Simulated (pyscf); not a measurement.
Cl–GaH₂ + H₂ → Cl–GaH₂ + H₂ (four-centre exchange; singlet surface; Ga–H, H–H broken, Ga–H, H–H formed). Optimised with ωB97X-D3(BJ)/def2-SVP in PySCF. Energies in kJ/mol from the separated reactants.

| level | barrier | reaction energy |
|---|---|---|
| PBE/def2-TZVP | ___ | 0.0 |
| r²SCAN/def2-TZVP | ___ | 0.0 |
| B3LYP-D3(BJ)/def2-TZVP | 140.0 | 0.0 |
| M06-2X/def2-TZVP | 142.7 | 0.0 |
| ωB97M-D3(BJ)/def2-TZVP | 142.3 | 0.0 |
| HF/def2-TZVP | 193.9 | 0.0 |

Problem. Some entries are withheld; supply them.

Solution. 
- PBE/def2-TZVP, barrier: 118.6
- r²SCAN/def2-TZVP, barrier: 120.2

The functionals in the table span 24.0 kJ/mol in this barrier, from PBE to M06-2X. At the saddle there is also a short Ga–H contact that neither side keeps. This is the saddle that the search found; another between the same sides may lie lower. Elements up to Kr have no core potential and no relativistic terms here.
